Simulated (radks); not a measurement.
# O²⁺ in 1s1 2s2 2p2 3p1: an all-electron calculation

The task here is to estimate one member of a computed series from the others.

Program: radks (a radial shooting solver on a logarithmic mesh, Libxc functionals) version 1. Level of theory: scalar-relativistic Kohn-Sham, PBEsol, spin-polarised, spherical densities, finite nucleus; open shells are filled with parallel spins first. These are calculated values, not measurements, unless marked.

### Starting point

* element: oxygen (Z = 8)
* charge: +2
* electrons: 6
* configuration: 1s1 2s2 2p2 3p1
* nuclear rms radius: 2.6991 fm

Outer shells as boxes (Hund's rule):

O²⁺
```
1s [↑ ]
2s [↑↓]
2p [↑ ][↑ ][  ]
3p [↑ ][  ][  ]
```

Set-up of the first run:

Settings of this run:

```text
Z 8
configuration 1s1 2s2 2p2 3p1 3s0 3d0
relativity scalar-relativistic
functional pbe_sol,pbe_sol
spin polarised
nucleus finite rms 2.6991 fm
c 137.035999084
```

Started as:

```
$ python run_ks.py task.json out
```

This one command runs every case of the session in turn.

One of the session's tables, all rows but one given; the rest of the session is left out.

It belongs to the step «Radial structure». From the orbitals of this run (lengths in bohr):

| level | <r> | outermost maximum (interpolated) | 90 % within | nodes |
| --- | --- | --- | --- | --- |
| 1s up | 0.1910 | 0.126 | 0.341 | 0 |
| 1s down | 0.1952 | 0.127 | 0.349 | 0 |
| 2s up | 0.9126 | 0.751 | 1.42 | 1 |
| 2s down | 0.9513 | 0.779 | 1.48 | 1 |
| 2p up | 0.8243 | 0.621 | 1.36 | 0 |
| 2p down | ? | ? | ? | ? |
| 3s up | 2.738 | 2.48 | 4.00 | 2 |
| 3p up | 2.871 | 2.58 | 4.26 | 1 |
| 3d up | 3.075 | 2.64 | 4.74 | 0 |

Q: Estimate the row for 2p down from the others.

As computed: <r>: 0.8883; outermost maximum (interpolated): 0.668; 90 % within: 1.47; nodes: 0. In the column «<r>» it lies between 2p up (0.8243) and 2s up (0.9126).
